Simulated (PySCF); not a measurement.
Rock-salt LiH: correlation energy from several methods in one and the same small orbital space (PySCF; 8 atoms at the zone centre, 8 electrons in 72 orbitals, empty ones MP2 natural orbitals of a DZ basis, lattice constant set to 4.28757 Å). Its volume lies 18 % above that of the crystal's usual cell. It tests the methods against each other and lies far from the crystal's limit.

CCSDT(Q) gives -0.4561 eV per atom.

Problem. What share of it do MP2, CCSD, CCSD(T), CCSDT recover?

Solution. MP2 73.4 %; CCSD 98.7 %; CCSD(T) 99.6 %; CCSDT 100.0 %.

```tsv
method	E_corr (eV per atom)	share of CCSDT(Q) (%)	difference (meV)
MP2	-0.3348	73.4	121
CCSD	-0.4501	98.7	6
CCSD(T)	-0.4545	99.6	2
CCSDT	-0.4560	100.0	0
CCSDT(Q)	-0.4561	100.0	0
```

MP2, (T) and (Q) use filled levels shifted down by the Madelung term, which in so small a cell is a large part of the gap, so these rows hang on it.

CCSDT(Q) is the highest level reached here, not an exact value.
